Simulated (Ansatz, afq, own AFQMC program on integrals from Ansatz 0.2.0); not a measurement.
**GeH$_{3}$, doublet: AFQMC among the cluster methods**

```xyz
4

Ge    0.0001    0.0000   -0.0454
H     3.5482    0.0409    1.0961
H    -1.8123    3.0544    1.0860
H    -1.7418   -3.0948    1.0871
```

Basis 6-31G. Only valence electrons are correlated. Integrals, coupled cluster, full CI and functionals: Ansatz 0.2.0; the random walks run on the same integrals in our own AFQMC program. ph-AFQMC/CISD is guided by a CISD state made of CCSD amplitudes; releasing the constraint for a short imaginary time cuts its bias at the price of noise, slowly where states lie close. Uncertainties: one standard error, sampling alone. No spin–orbit coupling.

Determinant: ROHF, the one that the program's search chose, which needn't be the lowest solution. The geometry is a point of a scan.

Full CI on the same integrals is exact in this basis and with this determinant's frozen core.

Cautions: no relativity below Rb; no spin-orbit coupling; inner d shell frozen; a spin-contaminated unrestricted determinant lies lower (UHF 5.97 eV lower, ⟨S²⟩ 2.70); strong correlation (T1 0.116, weight of the determinant 0.36, largest double 0.67); CCSD(T) is in doubt: in a space of 7 electrons in 8 natural orbitals full CI lies 488 meV above it; the released energies are still falling, so no released level is given (meV from the phaseless value at times in 1/Eh: -20 ± 9 at 0.24, -33 ± 7 at 0.51, -64 ± 7 at 0.99, -99 ± 9 at 1.62, -144 ± 10 at 2.40); the ph-AFQMC/CISD walk drifts between its halves (2.1 errors); the next higher spin lies close (full CI puts it 91 meV above).

- T1 diagnostic: 0.1161
- weight of the determinant in the CISD state: 0.365
- size of the correlated space: 7 electrons in 21 orbitals

Reference: full CI, correlation energy -6.759 eV. The cautions show a poor starting determinant, so the rows tell how each method copes with it here, and full CI is the sure value.

| level | E − E(reference) (kcal/mol) | share of correlation (%) |
| --- | --- | --- |
| HF | 155.86 | 0.00 |
| MP2 | 70.26 | 54.92 |
| CCSD | -4.90 | 103.14 |
| CCSD(T) | -14.19 | 109.10 |
| ph-AFQMC/CISD | 10.92 ± 0.19 | 92.99 |
